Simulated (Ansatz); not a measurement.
Zinc-blende GaP, relaxed in Ansatz (plane waves) with several semilocal functionals. Each gives its own volume and its own zone-centre TO phonon frequency:

```
level   V0 (Å³/atom)  zone-centre TO phonon frequency (cm⁻¹)   ln V0  ln ω_TO
------  ------------  --------------------------------------  ------  -------
LDA           19.586                                   364.8  2.9748   5.8993
r²SCAN        20.250                                   359.6  3.0082   5.8850
PBE           20.867                                   344.6  3.0382   5.8424
revPBE        21.271                                   338.5  3.0573   5.8245
RPBE          21.429                                   336.1  3.0647   5.8174
BLYP          21.931                                   326.7  3.0879   5.7890
```

Question: Fit a straight line to ln ω_TO against ln V0. What does it predict for r²SCAN+rVV10, whose volume is 20.079 Å³/atom?

Answer: With x = ln V0 and y = ln ω_TO: means 3.03852 and 5.84293; Σ(Δx Δy) = -0.008545, Σ(Δx²) = 0.008456, so the slope is -1.01. At x = 2.9997 the line gives y = 5.84293 + (-1.01) × (2.9997 − 3.03852) = 5.8821, or 358.6 cm⁻¹. The run with r²SCAN+rVV10 gives 363.1 cm⁻¹, +1.3 % from the line. The rows used scatter about it by up to 1.2 %, while the largest value lies 12 % above the smallest.

Measured: 366 cm⁻¹ (measured, temperature not stated, not corrected to a static lattice; as tabulated in Han and Bester (2011), arXiv:1107.0196).

Ansatz's density-functional and Hartree–Fock values are scalar-relativistic unless marked +SOC, with PAW data made under PBE.

Ansatz is a program for electronic structure.
